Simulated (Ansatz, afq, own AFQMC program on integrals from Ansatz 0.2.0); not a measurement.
NH3O, triplet: AFQMC among the cluster methods

```xyz
5

N    -1.1143   -0.0173   -0.0269
H    -1.4116    0.9506   -0.0269
H    -1.4116   -0.4196    0.8534
H     0.0117   -0.0173   -0.0269
O     1.1527   -0.0173   -0.0269
```

Connectivity, by distances: NH2 ··· O, 1 bridging H.

Basis cc-pVTZ. Noble-gas cores (and the filled d shells of Ga–Kr and In–Xe) are frozen. AFQMC by an in-house program on the Cholesky factors that Ansatz 0.2.0 writes for its CCSD(T) run. ph-AFQMC/CISD is guided by a CISD state made of CCSD amplitudes; releasing the constraint for a short imaginary time cuts its bias at the price of noise, slowly where states lie close. Uncertainties: one standard error, sampling alone.

Determinant: UHF, the one that the program's search chose, which needn't be the lowest solution. The geometry is a point of a scan.

No full CI on the walks' own integrals is used here. The released AFQMC energy serves as the reference, which it does only where one determinant dominates, the energy is flat over the last release times and near the phaseless one (40 meV or 2 meV an electron, half that with transition metals). On small molecules, where full CI could be run and the noise was under 10 meV, such values lay within 10 meV of it in 19 cases of 20, a flattering rate, since the rule was set on those same cases; what remains of the bias isn't in the error bar.

Cautions: lower spins were not checked; the released value is read at 1.62 1/Eh with a noise of 11 meV, more than in the cases checked, later times being too noisy (meV from the phaseless value at times in 1/Eh: 0 ± 9 at 0.24, -31 ± 7 at 0.51, -25 ± 7 at 0.99, -15 ± 11 at 1.62, -55 ± 20 at 2.40).

```
T1 diagnostic                               : 0.0240
weight of the determinant in the CISD state : 0.875
⟨S²⟩ of the determinant                     : 2.045
size of the correlated space                : 14 electrons in 100 orbitals
```

| level | correlation energy (eV) |
| --- | --- |
| MP2 | -11.0581 |
| CCSD | -11.8578 |
| CCSD(T) | -12.2515 |

Problem. Estimate where phaseless AFQMC with the Hartree–Fock trial lies against CCSD(T) on the same integrals.

Solution. 12.2 ± 3.4 kJ/mol above CCSD(T).

Reference: AFQMC with the constraint released, correlation energy -12.288 ± 0.011 eV.

| level | E − E(reference) (kJ/mol) | share of correlation (%) |
| --- | --- | --- |
| CCSD(T) | 3.5 ± 1.0 | 99.70 |
| ph-AFQMC/HF | 15.7 ± 3.5 | 98.67 |
| ph-AFQMC/CISD | 1.4 ± 1.2 | 99.88 |

A walk keeps the symmetry of its determinant, which the program's search chose and which needn't be the lowest solution, so a lower state of the same spin and another symmetry isn't excluded. Released energies are given only where the last usable release times agree within the noise; a slower fall can still hide under it.
